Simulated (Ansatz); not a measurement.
Write a Python script for Ansatz 0.2.0 through its Python package that makes harmonic frequencies at the relaxed geometry of C₂H₂O, SMILES C=C=O. Use (for the species named): PBE0, def2-SVP basis, multiplicity 1.

```yaml
atoms:
  - { symbol: C, position_ang: [-0.3310, 0.2383, -0.2460] }
  - { symbol: C, position_ang: [0.5164, -0.4199, 0.3567] }
  - { symbol: O, position_ang: [1.3029, -1.0503, 0.9015] }
  - { symbol: H, position_ang: [-1.1621, -0.1924, -0.7077] }
  - { symbol: H, position_ang: [-0.2763, 1.3506, -0.3459] }
```

`c2h2o_freq.py`:
```python
# -*- coding: utf-8 -*-
"""Vibrations of C2H2O."""

import itertools

import ansatz as az
from ase import Atoms
from ase.data import atomic_numbers, covalent_radii
from ase.thermochemistry import IdealGasThermo
import numpy as np

geometry_ang = [
    ("C", [-0.331, 0.2383, -0.246]),
    ("C", [0.5164, -0.4199, 0.3567]),
    ("O", [1.3029, -1.0503, 0.9015]),
    ("H", [-1.1621, -0.1924, -0.7077]),
    ("H", [-0.2763, 1.3506, -0.3459]),
]
c2h2o = az.Crystal.molecule()
for symbol, xyz in geometry_ang:
    c2h2o = c2h2o.atom(symbol, xyz)

job = (
    c2h2o.calculation()
    .basis(gaussian="def2-SVP")
    .functional("PBE0")
)
symbols = [site.symbol for site in c2h2o.cartesian_sites]
start = np.array([site.position_ang for site in c2h2o.cartesian_sites], dtype=float)
rep = job.relax(force_tolerance=0.003).run(threads=1).report
end = np.array(rep["positions_ang"])

# pairs closer than 1.2 times the sum of covalent radii, before or after
radius = [covalent_radii[atomic_numbers[s]] for s in symbols]
span = lambda where, i, j: np.linalg.norm(where[i] - where[j])
bonded = [(i, j) for i, j in itertools.combinations(range(len(symbols)), 2) if min(span(start, i, j), span(end, i, j)) < 1.2 * (radius[i] + radius[j])]
print("pair        before    after (A)")
for i, j in bonded:
    print(f"{symbols[i]}{i}-{symbols[j]}{j}".ljust(10), f"{span(start, i, j):8.4f} {span(end, i, j):8.4f}")

# frequencies need a stationary point, so they are taken at the relaxed geometry
minimum = az.Crystal.molecule()
for symbol, place in zip(symbols, end):
    minimum = minimum.atom(symbol, place.tolist())
vibrating = (
    minimum.calculation()
    .basis(gaussian="def2-SVP")
    .functional("PBE0")
    .phonons(temperatures=(298.15, 498.15, 100))
)
vib = vibrating.run(threads=1).report["vibrations"]
sums = vib["harmonic_sums"]
modes = [m["omega_inv_cm"] for m in sums["modes_at_gamma"] if m["rigid_motion"] == "no"]
print("frequencies (1/cm):", " ".join(f"{w:.0f}" for w in modes))
print("imaginary modes:", sum(w < 0 for w in modes), " zero-point energy:", round(sums["zero_point_energy_ev"], 4), "eV")
# rigid rotor and ideal gas, symmetry number taken as one
gas = IdealGasThermo(vib_energies=[w / 8065.544 for w in modes if w > 0], geometry="linear" if len(modes) == 3 * len(symbols) - 5 else "nonlinear",
                     atoms=Atoms(symbols, positions=end), symmetrynumber=1, spin=0.0)
print(f"H(298 K) - E = {gas.get_enthalpy(298.15, verbose=False):.4f} eV")
print(f"S(298 K, 1 bar) = {96485.33 * gas.get_entropy(298.15, 1e5, verbose=False):.1f} J/(mol K) with symmetry number 1")

# all hydrogen replaced by deuterium
heavier = vibrating.phonons(masses={"H": 2.014102}).run(threads=1).report["vibrations"]["harmonic_sums"]
print("deuterated (1/cm):", " ".join(f"{m['omega_inv_cm']:.0f}" for m in heavier["modes_at_gamma"] if m["rigid_motion"] == "no"))
print("zero-point energy falls by", round(sums["zero_point_energy_ev"] - heavier["zero_point_energy_ev"], 4), "eV")
```

```console
$ python c2h2o_freq.py
pair        before    after (A)
C0-C1        1.2307   1.3150
C0-H3        1.0437   1.0902
C0-H4        1.1181   1.0901
C1-O2        1.1458   1.1607
frequencies (1/cm): 433 567 588 961 1174 1396 2294 3207 3318
imaginary modes: 0  zero-point energy: 0.864 eV
H(298 K) - E = 0.9857 eV
S(298 K, 1 bar) = 247.4 J/(mol K) with symmetry number 1
deuterated (1/cm): 364 452 568 846 902 1282 2245 2379 2474
zero-point energy falls by 0.1504 eV
```

What to keep in mind:
- The frequencies are harmonic and unscaled, in a modest basis. The result belongs to the one conformer reached from this start, and soft torsions count as harmonic oscillators.
- The entropy takes a symmetry number of 1; a symmetric molecule's is lower by R ln(sigma).
- Hardware and time: 48 s on 1 thread of Arm Neoverse V1 (shared host), peak memory 0.22 GiB.

(A comment or docstring line of the script was reworded after the run, the code is as it ran; lines on the test bed's own set-up are left out of the output.)
